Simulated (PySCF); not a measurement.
Molecule (SMILES): Cl (HCl).
Geometry (B3LYP-D3(BJ)/def2-TZVP, fixed):
```
Cl
H 1 1.2820
```

Basis-set convergence of the mean static polarisability at PBE with PySCF. All functions are spherical. Density fitting with generated auxiliary sets. No added dispersion term, no relativity. Reference: the value in aug-cc-pV(5+d)Z, 18.42 bohr³, itself unsure by roughly 0.5 % (its mean distance from aug-pcseg-3, aug-cc-pV(Q+d)Z, aug-pcseg-2). Deviations are taken from unrounded values.

| basis | functions | mean static polarisability (bohr³) |
|---|---|---|
| def2-SVP | 23 | 8.42 |
| def2-SVPD | 35 | 17.82 |
| pcseg-1 | 23 | 9.20 |
| aug-pcseg-1 | 36 | 18.06 |
| cc-pV(D+d)Z | 28 | 8.76 |
| aug-cc-pV(D+d)Z | 41 | 16.73 |
| 6-311G** | 32 | 9.07 |
| 6-311+G** | 36 | 10.88 |
| def2-TZVP | 43 | 11.72 |
| def2-TZVPD | 55 | 18.20 |
| pcseg-2 | 48 | 10.94 |
| aug-pcseg-2 | 73 | 18.23 |
| cc-pV(T+d)Z | 53 | 12.24 |
| aug-cc-pV(T+d)Z | 78 | 17.95 |
| def2-TZVPP | 56 | 12.08 |
| def2-TZVPPD | 68 | 18.21 |
| cc-pV(Q+d)Z | 94 | 14.77 |
| aug-cc-pV(Q+d)Z | 135 | 18.36 |
| pcseg-3 | 97 | 15.00 |
| aug-pcseg-3 | 138 | 18.44 |
| def2-QZVPP | 100 | 15.08 |
| def2-QZVPPD | 112 | 18.38 |
| cc-pV(5+d)Z | 155 | 15.76 |
| aug-cc-pV(5+d)Z | 216 | 18.42 |

What the diffuse functions change, pair by pair:
- def2-SVP to def2-SVPD: 12 more functions, deviation -54.3 to -3.2 %
- pcseg-1 to aug-pcseg-1: 13 more functions, deviation -50.0 to -2.0 %
- cc-pV(D+d)Z to aug-cc-pV(D+d)Z: 13 more functions, deviation -52.4 to -9.2 %
- 6-311G** to 6-311+G**: 4 more functions, deviation -50.7 to -40.9 %
- def2-TZVP to def2-TZVPD: 12 more functions, deviation -36.4 to -1.2 %
- pcseg-2 to aug-pcseg-2: 25 more functions, deviation -40.6 to -1.0 %
- cc-pV(T+d)Z to aug-cc-pV(T+d)Z: 25 more functions, deviation -33.6 to -2.5 %
- def2-TZVPP to def2-TZVPPD: 12 more functions, deviation -34.4 to -1.1 %
- cc-pV(Q+d)Z to aug-cc-pV(Q+d)Z: 41 more functions, deviation -19.8 to -0.3 %
- pcseg-3 to aug-pcseg-3: 41 more functions, deviation -18.5 to 0.1 %
- def2-QZVPP to def2-QZVPPD: 12 more functions, deviation -18.1 to -0.2 %
- cc-pV(5+d)Z to aug-cc-pV(5+d)Z: 61 more functions, deviation -14.5 to 0.0 %

Leaving out the reference's own pair, they bring the value nearer the reference by more than 0.5 % in 11 of 11 pairs.
